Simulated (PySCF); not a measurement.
Isomers of C3H4Cl2 and their computed core-level spectra.

The calculation used delta-SCF UKS SCAN, pcX-2 on the ionised atom, pcseg-1 elsewhere, spin-free X2C in PySCF. Geometries: PBE0-D3(BJ)/def2-SVP; isolated species, one conformer each.

Line lists (1s up to Mg, 2p3/2 beyond; areas count atoms within a level, one atom standing for each set equivalent by bonding):
1. C 1s: 291.46 (area 1), 291.91 (area 1), 292.29 (area 1) eV; Cl 2p3/2: 206.44 (area 1), 206.54 (area 1) eV
2. C 1s: 291.46 (area 2), 293.74 (area 1) eV; Cl 2p3/2: 206.34 eV
3. C 1s: 290.67 (area 1), 292.56 (area 1), 292.95 (area 1) eV; Cl 2p3/2: 206.39 (area 1), 206.55 (area 1) eV
4. C 1s: 291.00 (area 1), 291.43 (area 1), 294.01 (area 1) eV; Cl 2p3/2: 206.20 eV

Structures:
A. `C/C(Cl)=C\Cl`
B. `C=CC(Cl)Cl`
C. `ClC1(Cl)CC1`
D. `C=C(Cl)CCl`

Problem. Which list belongs to which compound?

Solution. 
- 1 = A: another candidate has the same counts of sites, so positions decide. C 1s: 291.46 allylic carbon, 291.91 vinylic C–Cl carbon, 292.29 vinylic C–Cl carbon; Cl 2p3/2: 206.44 vinyl chlorine, 206.54 vinyl chlorine.
- 2 = C: no other candidate has these counts of sites. C 1s: 291.46 three-membered-ring carbon (×2), 293.74 CCl2 carbon; Cl 2p3/2: 206.34 alkyl chlorine (×2).
- 3 = D: another candidate has the same counts of sites, so positions decide. C 1s: 290.67 terminal =CH2 carbon, 292.56 vinylic C–Cl carbon, 292.95 sp3 C–Cl carbon; Cl 2p3/2: 206.39 alkyl chlorine, 206.55 vinyl chlorine.
- 4 = B: no other candidate has these counts of sites. C 1s: 291.00 terminal =CH2 carbon, 291.43 alkene CH carbon, 294.01 CHCl2 carbon; Cl 2p3/2: 206.20 alkyl chlorine (×2).

The 2p values add to the ΔSCF energy of one spin-free hole a correction within the shell (spin–orbit coupling, ligand field).
